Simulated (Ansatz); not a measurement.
# C2H8B: the cost of one run

Method: UKS B3LYP-D4/def2-SVP, in Ansatz 0.2.0.

**1. The system as given**

Bond lengths: B1–C3 1.600 Å, C3–H4 1.110 Å, C3–H5 1.110 Å, C3–H6 1.110 Å, B1–C7 1.600 Å, C7–H8 1.110 Å, C7–H9 1.110 Å, C7–H10 1.110 Å. Angles: B1–C3–H4 109.5°, B1–C3–H5 109.5°, B1–C3–H6 109.5°, H4–C3–H5 109.4°, H4–C3–H6 109.4°, H5–C3–H6 109.4°, C3–B1–C7 120.0°, B1–C7–H8 109.5°, B1–C7–H9 109.5°, B1–C7–H10 109.5°, H8–C7–H9 109.4°, H8–C7–H10 109.4°, H9–C7–H10 109.4°.

Structure file:

```xyz
11

B     0.0000    0.0000    0.0000
H     0.0000    0.0000    1.4400
C     1.3856    0.0000   -0.8000
H     1.7152   -1.0462   -0.9702
H     1.2491    0.5080   -1.7774
H     2.1552    0.5381   -0.2082
C    -1.3856    0.0000   -0.8000
H    -1.9458   -0.9305   -0.5708
H    -1.9898    0.8797   -0.4946
H    -1.1839    0.0508   -1.8903
H     0.0000    0.0000    2.4000
```

**2. Pulling towards end A**

Springs on the bonds that form and break draw the guess towards this end; the thresholds are loose.

The input, input.yaml:

```yaml
crystal:
  periodic: [false, false, false]
  atoms:
    - { symbol: B, position_ang: [0.0, 0.0, 0.0] }
    - { symbol: H, position_ang: [0.0, 0.0, 1.44] }
    - { symbol: C, position_ang: [1.3856, 0.0, -0.8] }
    - { symbol: H, position_ang: [1.7152, -1.0462, -0.9702] }
    - { symbol: H, position_ang: [1.2491, 0.508, -1.7774] }
    - { symbol: H, position_ang: [2.1552, 0.5381, -0.2082] }
    - { symbol: C, position_ang: [-1.3856, 0.0, -0.8] }
    - { symbol: H, position_ang: [-1.9458, -0.9305, -0.5708] }
    - { symbol: H, position_ang: [-1.9898, 0.8797, -0.4946] }
    - { symbol: H, position_ang: [-1.1839, 0.0508, -1.8903] }
    - { symbol: H, position_ang: [0.0, 0.0, 2.4] }
magnetization:
  spin_polarized: true
  initial_magnetization: 1
basis:
  gaussian: { orbitals: def2-SVP }
hamiltonian:
  xc: b3lyp
  dispersion: d4
relax:
  f_tol: 0.15
  max_steps: 25
  restrain:
    - { distance: [1, 10], at: 1.86, k: 30.0 }
    - { distance: [0, 1], at: 1.19, k: 30.0 }
```

The run is started by

```sh
ansatz run input.yaml --threads 2 --pin off --max-ram 3072MiB --backend cpu --events-out ev --progress --plain --runs-dir out
```

Q: Estimate wall time and peak memory on 2 threads of Arm Neoverse V2, shared host.

About 12 s, with a peak of 0.18 GiB.
